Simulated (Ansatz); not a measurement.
**Molecular dynamics of C$_{2}$H$_{9}$Al**

Input file:

```yaml
crystal:
  periodic: [false, false, false]
  atoms:
    - { symbol: Al, position_ang: [-0.4267, 0.5239, 1.2722] }
    - { symbol: C, position_ang: [0.3676, -0.809, -0.4118] }
    - { symbol: C, position_ang: [0.0127, 0.4418, -1.2188] }
    - { symbol: H, position_ang: [-1.9586, 0.4709, 1.4243] }
    - { symbol: H, position_ang: [0.3107, 1.8342, 1.6126] }
    - { symbol: H, position_ang: [0.4473, -0.9634, 0.98] }
    - { symbol: H, position_ang: [0.4839, -1.1202, 1.9594] }
    - { symbol: H, position_ang: [1.3656, -1.1487, -0.6959] }
    - { symbol: H, position_ang: [-0.3219, -1.6156, -0.6885] }
    - { symbol: H, position_ang: [0.8998, 1.0427, -1.427] }
    - { symbol: H, position_ang: [-0.6879, 1.1201, -0.6472] }
    - { symbol: H, position_ang: [-0.4923, 0.2234, -2.1593] }
magnetization:
  spin_polarized: true
basis:
  gaussian: { orbitals: "6-31G" }
hamiltonian:
  xc: pbe0
md:
  timestep: 0.5
  n_steps: 150
  ensemble: nve
  temperature: 300.0
  initial_velocities: maxwell_boltzmann
  seed: 254394
```

Command:

```bash
$ ansatz run input.yaml --threads 1 --pin off --max-ram 2048MiB --backend cpu --events-out ev --progress --plain --runs-dir out
```

It starts from a rough guess of a transition structure, not a stationary point.

Output, in part (one step line in 3, the closing report, with atoms numbered from 0):

```
md step     0: t =     0.00 fs  T =   300.0 K  F+E_penalty+E_count = -8806.74491487 eV  E_kin = 0.387780 eV  conserved = -8806.35713488 eV  (24 SCF iters)
md step     3: t =     1.50 fs  T =   311.1 K  F+E_penalty+E_count = -8806.75860083 eV  E_kin = 0.402175 eV  conserved = -8806.35642569 eV  (24 SCF iters)
md step     6: t =     3.00 fs  T =   403.8 K  F+E_penalty+E_count = -8806.87722063 eV  E_kin = 0.522009 eV  conserved = -8806.35521185 eV  (25 SCF iters)
md step     9: t =     4.50 fs  T =   683.1 K  F+E_penalty+E_count = -8807.23949577 eV  E_kin = 0.882978 eV  conserved = -8806.35651772 eV  (25 SCF iters)
md step    12: t =     6.00 fs  T =  1008.2 K  F+E_penalty+E_count = -8807.66514577 eV  E_kin = 1.303221 eV  conserved = -8806.36192518 eV  (24 SCF iters)
md step    15: t =     7.50 fs  T =  1023.4 K  F+E_penalty+E_count = -8807.68029249 eV  E_kin = 1.322815 eV  conserved = -8806.35747787 eV  (22 SCF iters)
md step    18: t =     9.00 fs  T =  1216.2 K  F+E_penalty+E_count = -8807.92903734 eV  E_kin = 1.572032 eV  conserved = -8806.35700547 eV  (23 SCF iters)
md step    21: t =    10.50 fs  T =  1593.9 K  F+E_penalty+E_count = -8808.42365904 eV  E_kin = 2.060286 eV  conserved = -8806.36337335 eV  (23 SCF iters)
md step    24: t =    12.00 fs  T =  1535.5 K  F+E_penalty+E_count = -8808.34302928 eV  E_kin = 1.984796 eV  conserved = -8806.35823323 eV  (23 SCF iters)
md step    27: t =    13.50 fs  T =  1386.7 K  F+E_penalty+E_count = -8808.14781903 eV  E_kin = 1.792489 eV  conserved = -8806.35532954 eV  (23 SCF iters)
md step    30: t =    15.00 fs  T =  1446.3 K  F+E_penalty+E_count = -8808.22541054 eV  E_kin = 1.869468 eV  conserved = -8806.35594282 eV  (23 SCF iters)
md step    33: t =    16.50 fs  T =  1661.7 K  F+E_penalty+E_count = -8808.50665947 eV  E_kin = 2.147915 eV  conserved = -8806.35874470 eV  (23 SCF iters)
md step    36: t =    18.00 fs  T =  1757.6 K  F+E_penalty+E_count = -8808.63356076 eV  E_kin = 2.271905 eV  conserved = -8806.36165583 eV  (22 SCF iters)
md step    39: t =    19.50 fs  T =  1535.9 K  F+E_penalty+E_count = -8808.34270189 eV  E_kin = 1.985250 eV  conserved = -8806.35745150 eV  (24 SCF iters)
md step    42: t =    21.00 fs  T =  1472.2 K  F+E_penalty+E_count = -8808.25899597 eV  E_kin = 1.903020 eV  conserved = -8806.35597619 eV  (25 SCF iters)
md step    45: t =    22.50 fs  T =  1644.9 K  F+E_penalty+E_count = -8808.48874999 eV  E_kin = 2.126227 eV  conserved = -8806.36252264 eV  (24 SCF iters)
md step    48: t =    24.00 fs  T =  1488.9 K  F+E_penalty+E_count = -8808.28250947 eV  E_kin = 1.924564 eV  conserved = -8806.35794534 eV  (24 SCF iters)
md step    51: t =    25.50 fs  T =  1303.9 K  F+E_penalty+E_count = -8808.04118540 eV  E_kin = 1.685434 eV  conserved = -8806.35575094 eV  (24 SCF iters)
md step    54: t =    27.00 fs  T =  1312.3 K  F+E_penalty+E_count = -8808.05351533 eV  E_kin = 1.696294 eV  conserved = -8806.35722169 eV  (24 SCF iters)
md step    57: t =    28.50 fs  T =  1403.4 K  F+E_penalty+E_count = -8808.17227645 eV  E_kin = 1.814079 eV  conserved = -8806.35819781 eV  (24 SCF iters)
md step    60: t =    30.00 fs  T =  1445.9 K  F+E_penalty+E_count = -8808.23006256 eV  E_kin = 1.869031 eV  conserved = -8806.36103107 eV  (23 SCF iters)
md step    63: t =    31.50 fs  T =  1258.3 K  F+E_penalty+E_count = -8807.98417623 eV  E_kin = 1.626495 eV  conserved = -8806.35768091 eV  (24 SCF iters)
md step    66: t =    33.00 fs  T =  1288.1 K  F+E_penalty+E_count = -8808.02033847 eV  E_kin = 1.664970 eV  conserved = -8806.35536813 eV  (24 SCF iters)
md step    69: t =    34.50 fs  T =  1642.5 K  F+E_penalty+E_count = -8808.48600407 eV  E_kin = 2.123079 eV  conserved = -8806.36292517 eV  (24 SCF iters)
md step    72: t =    36.00 fs  T =  1661.0 K  F+E_penalty+E_count = -8808.50536686 eV  E_kin = 2.146954 eV  conserved = -8806.35841237 eV  (23 SCF iters)
md step    75: t =    37.50 fs  T =  1589.4 K  F+E_penalty+E_count = -8808.41151167 eV  E_kin = 2.054406 eV  conserved = -8806.35710518 eV  (24 SCF iters)
md step    78: t =    39.00 fs  T =  1596.3 K  F+E_penalty+E_count = -8808.41985861 eV  E_kin = 2.063387 eV  conserved = -8806.35647175 eV  (24 SCF iters)
md step    81: t =    40.50 fs  T =  1730.5 K  F+E_penalty+E_count = -8808.59485623 eV  E_kin = 2.236845 eV  conserved = -8806.35801135 eV  (25 SCF iters)
md step    84: t =    42.00 fs  T =  1812.5 K  F+E_penalty+E_count = -8808.70575759 eV  E_kin = 2.342853 eV  conserved = -8806.36290424 eV  (24 SCF iters)
md step    87: t =    43.50 fs  T =  1606.2 K  F+E_penalty+E_count = -8808.42987356 eV  E_kin = 2.076121 eV  conserved = -8806.35375283 eV  (25 SCF iters)
md step    90: t =    45.00 fs  T =  1772.3 K  F+E_penalty+E_count = -8808.65222760 eV  E_kin = 2.290834 eV  conserved = -8806.36139372 eV  (24 SCF iters)
md step    93: t =    46.50 fs  T =  1853.7 K  F+E_penalty+E_count = -8808.75754773 eV  E_kin = 2.396057 eV  conserved = -8806.36149092 eV  (24 SCF iters)
md step    96: t =    48.00 fs  T =  1613.1 K  F+E_penalty+E_count = -8808.44255268 eV  E_kin = 2.085157 eV  conserved = -8806.35739592 eV  (24 SCF iters)
md step    99: t =    49.50 fs  T =  1425.1 K  F+E_penalty+E_count = -8808.19766676 eV  E_kin = 1.842146 eV  conserved = -8806.35552102 eV  (24 SCF iters)
md step   102: t =    51.00 fs  T =  1486.9 K  F+E_penalty+E_count = -8808.27831132 eV  E_kin = 1.922000 eV  conserved = -8806.35631177 eV  (24 SCF iters)
md step   105: t =    52.50 fs  T =  1691.0 K  F+E_penalty+E_count = -8808.54758036 eV  E_kin = 2.185786 eV  conserved = -8806.36179468 eV  (24 SCF iters)
md step   108: t =    54.00 fs  T =  1588.8 K  F+E_penalty+E_count = -8808.41359626 eV  E_kin = 2.053739 eV  conserved = -8806.35985716 eV  (25 SCF iters)
md step   111: t =    55.50 fs  T =  1526.9 K  F+E_penalty+E_count = -8808.32912206 eV  E_kin = 1.973724 eV  conserved = -8806.35539845 eV  (24 SCF iters)
md step   114: t =    57.00 fs  T =  1763.3 K  F+E_penalty+E_count = -8808.64226303 eV  E_kin = 2.279190 eV  conserved = -8806.36307262 eV  (25 SCF iters)
md step   117: t =    58.50 fs  T =  1650.3 K  F+E_penalty+E_count = -8808.49120749 eV  E_kin = 2.133240 eV  conserved = -8806.35796713 eV  (25 SCF iters)
md step   120: t =    60.00 fs  T =  1500.3 K  F+E_penalty+E_count = -8808.29480748 eV  E_kin = 1.939234 eV  conserved = -8806.35557392 eV  (25 SCF iters)
md step   123: t =    61.50 fs  T =  1578.0 K  F+E_penalty+E_count = -8808.39517555 eV  E_kin = 2.039725 eV  conserved = -8806.35545078 eV  (25 SCF iters)
md step   126: t =    63.00 fs  T =  1876.4 K  F+E_penalty+E_count = -8808.78494729 eV  E_kin = 2.425408 eV  conserved = -8806.35953880 eV  (24 SCF iters)
md step   129: t =    64.50 fs  T =  1989.5 K  F+E_penalty+E_count = -8808.93577023 eV  E_kin = 2.571620 eV  conserved = -8806.36415017 eV  (24 SCF iters)
md step   132: t =    66.00 fs  T =  1753.1 K  F+E_penalty+E_count = -8808.61923095 eV  E_kin = 2.266055 eV  conserved = -8806.35317567 eV  (24 SCF iters)
md step   135: t =    67.50 fs  T =  1893.0 K  F+E_penalty+E_count = -8808.80906987 eV  E_kin = 2.446945 eV  conserved = -8806.36212440 eV  (24 SCF iters)
md step   138: t =    69.00 fs  T =  1882.7 K  F+E_penalty+E_count = -8808.79330003 eV  E_kin = 2.433534 eV  conserved = -8806.35976594 eV  (24 SCF iters)
md step   141: t =    70.50 fs  T =  1690.9 K  F+E_penalty+E_count = -8808.54258290 eV  E_kin = 2.185699 eV  conserved = -8806.35688438 eV  (24 SCF iters)
md step   144: t =    72.00 fs  T =  1603.8 K  F+E_penalty+E_count = -8808.42887547 eV  E_kin = 2.073090 eV  conserved = -8806.35578565 eV  (24 SCF iters)
md step   147: t =    73.50 fs  T =  1726.1 K  F+E_penalty+E_count = -8808.58879024 eV  E_kin = 2.231153 eV  conserved = -8806.35763699 eV  (24 SCF iters)
md step   150: t =    75.00 fs  T =  1848.5 K  F+E_penalty+E_count = -8808.75216466 eV  E_kin = 2.389363 eV  conserved = -8806.36280127 eV  (26 SCF iters)
Total energy: -8808.75219734 eV, -323.7156724657 hartree
Atom 0 at    -0.672274     0.754421     2.487214 Å, force    -0.316672     1.855779    -1.096470 eV/Å
Atom 1 at     0.615946    -1.114744    -1.603554 Å, force    -0.388357    -0.024938     0.632827 eV/Å
Atom 2 at     0.269866     0.195398    -2.298792 Å, force    -1.630085     0.760578    -0.850111 eV/Å
Atom 3 at    -1.167023    -0.491247     1.607797 Å, force    -0.370725    -0.347101     0.494664 eV/Å
Atom 4 at     0.802995     1.158905     1.905220 Å, force     0.024934    -0.088474     0.598181 eV/Å
Atom 5 at     1.512579    -0.957884    -0.992548 Å, force     0.086541    -0.157316    -0.039433 eV/Å
Atom 6 at    -1.622094     2.150468     2.998581 Å, force     0.661332    -1.422446    -0.003394 eV/Å
Atom 7 at     0.812373    -1.959669    -2.269919 Å, force    -0.136930     0.081512    -0.134322 eV/Å
Atom 8 at    -0.192439    -1.410352    -0.888487 Å, force     0.486898     0.148241    -0.530155 eV/Å
Atom 9 at     0.407744     1.030029    -1.601492 Å, force    -0.019127     0.034988     0.035488 eV/Å
Atom 10 at    -0.823862     0.287851    -2.660431 Å, force     1.473801    -0.473124     0.602485 eV/Å
Atom 11 at     0.866185     0.444060    -3.193695 Å, force     0.128390    -0.367699     0.290240 eV/Å
Dipole moment:    -0.007106    -0.167217     0.308959 e Å
```

All steps were run. The conserved energy stayed within 0.58 meV per atom of its start (net change -0.47 meV per atom), so the integration is sound. The system heated up, since it started high on the potential surface and ran downhill. A run of 0.075 ps of so small a system gives no equilibrium averages. The orbitals stay closed-shell, which can raise the energy where a bond breaks towards radicals; this wasn't checked here. Limits of this set-up: no polarisation functions.

The step under study would form Al1–H7, C2–H6 and break Al1–C2, H6–H7. These pairs go: Al1–H7 2.00 → 1.76 Å, C2–H6 1.40 → 1.10 Å, Al1–C2 2.29 → 4.68 Å, H6–H7 0.99 → 5.95 Å. In the last frame they stand as after the step (other bonds may differ from the relaxed reactants and products). Also parted: Al1–H6 1.75 → 4.45 Å. It ends as AlH3 + C2H6. Pairs count as bonded within 1.25 times the sum of covalent radii (0.12 Å more for H–H).

Last frame:

```xyz
12
Properties=species:S:1:pos:R:3
Al -0.672 0.754 2.487
C 0.616 -1.115 -1.604
C 0.270 0.195 -2.299
H -1.167 -0.491 1.608
H 0.803 1.159 1.905
H 1.513 -0.958 -0.993
H -1.622 2.151 2.999
H 0.812 -1.960 -2.270
H -0.192 -1.410 -0.888
H 0.408 1.030 -1.601
H -0.824 0.288 -2.660
H 0.866 0.444 -3.194
```

Time of the run: 6.4 min on 1 thread of Intel(R) Xeon(R) Platinum 8488C (Sapphire Rapids) (shared host), peak memory 0.18 GiB.
